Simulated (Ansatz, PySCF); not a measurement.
System: C$_{3}$H$_{8}$O (charge 0, singlet). SMILES: CCCO
Geometry: optimised at B3LYP-D3(BJ)/def2-TZVP (Ansatz, a first-principles code).

HF/6-31G* beside other levels, property by property. Terms: UHF or UKS for open shells; six Cartesian d functions in 6-31G* and its kin unless marked 5d; no dispersion term unless named; non-relativistic; no spin-orbit coupling; frozen cores in correlated levels; atomisation electronic, to ground-state atoms. CBS(X,Y): correlation extrapolated as X^-3; Hartree-Fock from the larger set. [CCSD(T)-MP2]/basis is that difference in the basis named. Ab initio and DFT rows: single points at B3LYP-D3(BJ) geometries (Ansatz), with unscaled harmonic terms from B3LYP/6-31G* (Ansatz) at its own minima, enthalpies of formation by atomisation with measured atoms.

Measured values: Active Thermochemical Tables 1.112 (ions: stationary electron), as tabulated in the package chemicals; CRC Handbook, as tabulated in the package chemicals; G2/97 table in ASE (Curtiss et al.); CRC Handbook, as tabulated in the package chemicals; they hold spin-orbit and core effects, anharmonicity and other conformers. Coupled cluster (Ansatz) is a level with limits of its own, used here on species with T1 under 0.025 (0.045 for open shells) and stable references: (a) RI-MP2/CBS(aug-cc-pVTZ,aug-cc-pVQZ)+[CCSD(T)-MP2]/aug-cc-pVTZ; (b) RI-MP2/CBS(cc-pVTZ,cc-pVQZ)+[CCSD(T)-MP2]/cc-pVTZ.

```json
[
 {"property": "C-O bond dissociation enthalpy at 298 K, to [CH2]CC + [OH] (HO) (kcal/mol)", "HF/6-31G* (Ansatz)": "55.0", "B3LYP/6-31G* (Ansatz)": "90.3", "MP2/6-31G* (Ansatz)": "95.4", "M06-2X/def2-TZVPD (PySCF)": "95.3", "to compare with": "95.3 coupled cluster (b)"},
 {"property": "atomisation energy (kcal/mol)", "HF/6-31G* (Ansatz)": "814.0", "B3LYP/6-31G* (Ansatz)": "1095.4", "MP2/6-31G* (Ansatz)": "1014.9", "M06-2X/def2-TZVPD (PySCF)": "1102.2", "to compare with": "1104.9 coupled cluster (a)"},
 {"property": "C-C bond dissociation enthalpy at 298 K, to [CH2]C (C2H5) + [CH2]O (CH3O) (kcal/mol)", "HF/6-31G* (Ansatz)": "60.2", "B3LYP/6-31G* (Ansatz)": "80.6", "MP2/6-31G* (Ansatz)": "88.8", "M06-2X/def2-TZVPD (PySCF)": "85.5", "to compare with": "86.0 measured"},
 {"property": "enthalpy of formation at 298 K (kcal/mol)", "HF/6-31G* (Ansatz)": "230.5", "B3LYP/6-31G* (Ansatz)": "-50.8", "MP2/6-31G* (Ansatz)": "29.7", "M06-2X/def2-TZVPD (PySCF)": "-57.6", "to compare with": "-61.0 measured"},
 {"property": "C-C bond dissociation enthalpy at 298 K, to [CH3] (CH3) + [CH2]CO (kcal/mol)", "HF/6-31G* (Ansatz)": "61.9", "B3LYP/6-31G* (Ansatz)": "87.2", "MP2/6-31G* (Ansatz)": "92.5", "M06-2X/def2-TZVPD (PySCF)": "90.2", "to compare with": "90.6 coupled cluster (b)"}
]
```

As the rows show:
- C-O bond dissociation enthalpy at 298 K, to [CH2]CC + [OH] (HO): HF/6-31G* lies 40.3 kcal/mol below coupled cluster.
- atomisation energy: HF/6-31G* lies 290.9 kcal/mol below coupled cluster.
- C-C bond dissociation enthalpy at 298 K, to [CH2]C (C2H5) + [CH2]O (CH3O): HF/6-31G* lies 25.8 kcal/mol below the measured value.
- enthalpy of formation at 298 K: HF/6-31G* lies 291.5 kcal/mol above the measured value.
- C-C bond dissociation enthalpy at 298 K, to [CH3] (CH3) + [CH2]CO: HF/6-31G* lies 28.7 kcal/mol below coupled cluster.

The properties are those with a value to compare with, at most eight drawn at random. No case is left out for the size of its miss. Left out are saddle points of the reference geometry, anions that the best level run finds unbound, excited spin states, species near biochemistry, 298 K rows of species without real B3LYP wavenumbers, cases with under five habitual levels, runs that failed or that the program found above a lower state of the same kind, table entries that another table contradicts, and a share of species set aside by lot.
